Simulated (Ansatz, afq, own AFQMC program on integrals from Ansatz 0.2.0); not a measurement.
**Where AFQMC and coupled cluster stand for BHBr, quartet**

| atom | x (Å) | y (Å) | z (Å) |
| --- | --- | --- | --- |
| B | 0.0000 | -0.2534 | 2.3578 |
| Br | 0.0000 | 0.0214 | -0.3473 |
| H | 0.0000 | 1.0203 | 2.2411 |

Connectivity, by distances: BH ··· Br.

Basis cc-pVDZ. Noble-gas cores (and the filled d shells of Ga–Kr and In–Xe) are frozen. Ansatz 0.2.0 and our own AFQMC program on the same integrals; the CISD trial comes from CCSD amplitudes, and released means the phaseless constraint is let go. Error bars are statistical, one sigma. No spin–orbit coupling.

Determinant: UHF, the one that the program's search chose, which needn't be the lowest solution. The geometry is a point of a scan.

No full CI on the walks' own integrals is used here; CCSDT(Q) serves as the reference and is uncertain by about the last step of the cluster series.

Cautions: no relativity below Rb; no spin-orbit coupling; inner d shell frozen; lower spins were not checked; the ph-AFQMC/HF walk drifts between its halves (2.8 errors).

```
T1 diagnostic                               : 0.0158
weight of the determinant in the CISD state : 0.908
⟨S²⟩ of the determinant                     : 3.758
size of the correlated space                : 11 electrons in 31 orbitals
```

| level | correlation energy (eV) |
| --- | --- |
| MP2 | -3.8105 |
| CCSD | -4.5989 |
| CCSD(T) | -4.6703 |

Problem. Estimate where AFQMC with the constraint released lies against CCSD(T) on the same integrals.

Solution. 0.81 ± 0.22 kcal/mol below CCSD(T).

Reference: CCSDT(Q), correlation energy -4.697 eV. The released energy is read at 1.62 1/Eh, later times being too noisy (meV from the phaseless value at times in 1/Eh: 1 ± 8 at 0.24, -1 ± 7 at 0.51, -1 ± 5 at 0.99, -8 ± 10 at 1.62, -9 ± 12 at 2.40).

```
         level  E − E(reference) (kcal/mol)  share of correlation (%)
       CCSD(T)                         0.61                     99.44
         CCSDT                         0.13                     99.88
   ph-AFQMC/HF                  2.27 ± 1.00                     97.91
 ph-AFQMC/CISD                 -0.02 ± 0.13                    100.02
released AFQMC                 -0.20 ± 0.22                    100.19
```

A walk keeps the symmetry of its determinant, which the program's search chose and which needn't be the lowest solution, so a lower state of the same spin and another symmetry isn't excluded. Released energies are given only where the last usable release times agree within the noise; a slower fall can still hide under it.
